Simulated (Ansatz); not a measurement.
A calculation with Ansatz (development build ahead of 0.2.0).

```yaml
crystal:
  periodic: [false, false, false]
  atoms:
    - { symbol: H, position_ang: [0.0, 0.0, -1.21643] }
    - { symbol: B, position_ang: [0.0, 0.0, 0.0] }
    - { symbol: H, position_ang: [0.0, 0.91805, 0.79805] }
basis:
  gaussian: { orbitals: cc-pVTZ }
magnetization:
  spin_polarized: true
  initial_magnetization: 1
hamiltonian:
  xc: hf
correlation:
  method: ccsd_t
  frozen_orbitals: { B: 1, H: 0 }
```

The input is written out in the form of the current development build from the run's settings.

Results

| Property | Result |
| --- | --- |
| Converged | yes |
| Reference energy | -25.75916 hartree |
| CCSD correlation energy | -0.10114 hartree |
| Triples correction | -0.00200 hartree |
| Total energy | -25.86230 hartree |
| Spin squared of the determinant | 0.754 |
